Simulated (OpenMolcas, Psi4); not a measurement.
# S2O (Disulfur monoxide): a line through the functionals

The species is S2O (3 atoms), meant as a singlet with charge 0. As SMILES, `O=S=S`. The coordinates come from a PBE0-D4/def2-TZVP relaxation.

The electronic atomisation energy y, in eV, basis def2-TZVP; a is the functional's share of exact exchange. Programs: OpenMolcas 26.06, Psi4 1.11.

| functional | program | a | y (eV) |
| --- | --- | --- | --- |
| revPBE | OpenMolcas | 0 | 9.20 |
| PBE | OpenMolcas | 0 | 9.83 |
| TPSSh | Psi4 | 0.1 | ? |
| B3LYP | OpenMolcas | 0.2 | 8.62 |
| PBE0 | OpenMolcas | 0.25 | 8.80 |
| BHLYP | OpenMolcas | 0.5 | 7.37 |

Fit y = c + s·a to the known rows and predict TPSSh.


1. Means of the 5 rows: a = 0.1900, y = 8.764.
2. Σ(Δa)² = 0.172, Σ(Δa·Δy) = -0.7168, so the slope is -0.7168/0.172 = -4.1674.
3. Intercept: 8.764 − (-4.1674) × 0.1900 = 9.556. The largest residual of the fit is 0.36.
4. TPSSh: 9.556 + (-4.1674) × 0.1 = 9.14 eV.

The run gave 8.70 eV, so the prediction is off by +0.44 eV, about the largest residual. The rows mix families of semi-local functionals, which the line can't see.
